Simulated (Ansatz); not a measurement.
Basis sets compared for H₂S₄. Charge 0, multiplicity 1. Geometry PBE0-D4/def2-SVP. Ansatz on 4 threads of Intel Xeon on a shared host; times are rough, and most runs start from earlier orbitals.

Cartesian coordinates in Å:
```
S -0.475 0.374 2.261
S 0.066 1.401 0.547
S 1.450 0.218 -0.440
S 0.357 -1.199 -1.490
H -1.485 -0.342 1.710
H 0.087 -0.451 -2.588
```

Binding counts from free atoms (S triplet, H doublet) in the same basis, without a counterpoise term.

```csv
level,functions,energy (Eh),HOMO (eV),LUMO (eV),binding per atom (eV),wall time
PBE-D4/def2-SVP,82,-1592.8026,-6.00,-2.18,2.73,1 s
PBE0-D4/def2-SVP,82,-1592.9243,-7.27,-1.32,2.60,1.7 s
```

(1) Estimate the rows for PBE-D4/def2-TZVP, PBE0-D4/def2-TZVP.

Results:

(1) 
```csv
level,functions,energy (Eh),HOMO (eV),LUMO (eV),binding per atom (eV),wall time
PBE-D4/def2-TZVP,160,-1593.3778,-6.13,-2.37,2.84,2.1 s
PBE0-D4/def2-TZVP,160,-1593.4947,-7.32,-1.47,2.71,3.8 s
```
